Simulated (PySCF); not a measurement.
Gas-phase reaction: 4 CH3SiH2 + C2H4 → i-Si4H10 + 2 C3H7 (i-propyl)

Energies from PySCF, thermal terms from the rigid-rotor harmonic-oscillator model, ideal gas at 1 bar. † marks an energy on the PBE0/def2-TZVP geometry and frequencies; other levels use their own. MP2 freezes the core. Open shells (unrestricted): CH3SiH2 (multiplicity 2), C3H7 (i-propyl) (multiplicity 2); the rest are closed-shell singlets. CH3SiH2: computed as isolated molecules; such fragments, hydroxides, amides, oligomers or adducts are transient or little studied in the gas. MP2 isn't extrapolated to the basis-set limit.

| level | ΔH°(298 K), kJ |
|---|---|
| BLYP/def2-TZVP† | ___ |
| HF/def2-TZVP† | -220 |
| MP2/def2-TZVPP† | -273 |
| PBE/def2-SVP | -328 |
| PBE0/def2-SVP† | ___ |
| PBE0/def2-TZVP | -311 |
| r2SCAN/def2-TZVP† | -302 |
| LDA/def2-TZVP† | ___ |
| ωB97M-V/def2-TZVP† | -313 |
| ωB97X-V/def2-TZVP† | ___ |

Q: Fill in the missing entries.

A: 
- BLYP/def2-TZVP†, ΔH°(298 K), kJ: -249
- PBE0/def2-SVP†, ΔH°(298 K), kJ: -339
- LDA/def2-TZVP†, ΔH°(298 K), kJ: -370
- ωB97X-V/def2-TZVP†, ΔH°(298 K), kJ: -340
